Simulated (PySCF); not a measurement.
# C4H9F (1-fluorobutane): the cost of one run

The runs use PySCF 2.14.0, with density-fitted response routines of our own; the level of theory stands in each step. All values are computed, except where a source is named. Atoms are numbered from 0 throughout.

### 1 The molecule as given

14 atoms, charge 0, multiplicity 1; geometry from: GFN2-xTB. The atoms were then displaced at random by about 0.01 Å, so the start is not that level's minimum.

Bonds of the start (Å): C0–C1 1.49, C1–C2 1.52, C2–C3 1.57, C3–F4 1.36, C0–H5 1.08, C0–H6 1.11, C0–H7 1.08, C1–H8 1.12, C1–H9 1.09, C2–H10 1.08, C2–H11 1.09, C3–H12 1.06, C3–H13 1.09.

### 2 Relaxing the molecule at PBE0-D3(BJ)/def2-SVP

What the job is given:

```
{"job": {"xc": "PBE0", "basis": "def2-SVP", "d3": "d3bj", "grid": 1, "shake": 0.01, "kind": "geom"}, "charge": 0, "multiplicity": 1}
C     -1.926890    -0.067440    -0.087880
C     -0.554030    -0.223290     0.482260
C      0.510620     0.179040    -0.529320
C      1.965080     0.015950     0.044220
F      2.135570     0.879810     1.080160
H     -2.082510    -0.659890    -0.977100
H     -2.106830     0.992470    -0.376010
H     -2.683910    -0.317160     0.636190
H     -0.443150     0.400000     1.400500
H     -0.405040    -1.264880     0.783630
H      0.444990    -0.435510    -1.411270
H      0.398200     1.226700    -0.800400
H      2.670970     0.249380    -0.709840
H      2.069780    -0.990280     0.457110
```

On the command line:

```
$ OMP_NUM_THREADS=1 python probes_run.py task.json out
```

This one command runs all jobs of the session in turn.

**Question.** How long does this first job take on 1 thread of Arm Neoverse V2, shared host, and how much memory does it need?

About 14 s, with a peak of 0.47 GiB.
